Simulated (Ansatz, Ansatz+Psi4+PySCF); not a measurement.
```xyz
5

C     0.0000    0.0000   -0.5692
F     0.0000    0.0000    0.6851
H     0.0000   -0.9532   -0.9169
H    -0.8255    0.4766   -0.9169
H     0.8255    0.4766   -0.9169
```

Basis set: cc-pVTZ (spherical functions). Frozen core: 2 orbitals. Charge 0, multiplicity 1.

Computed with Ansatz (development build ahead of 0.2.0); each method stands on the lowest determinant of its kind that the runs found. Restricted open shells among the atoms or ions are ROHF, correlated in semicanonical orbitals with singles.

Problem. Give the atomization energy at this shape (free ground-state atoms in the same class of orbitals less the molecule, no zero-point energy) of singlet CH₃F by RHF-MP2, RHF.

Solution.

```csv
method,atomization energy
RHF-MP2,1675.7 kJ/mol
RHF,1275.9 kJ/mol
```

Caution: no unrestricted run beside it, a lower state can exist; the shape is not the minimum.
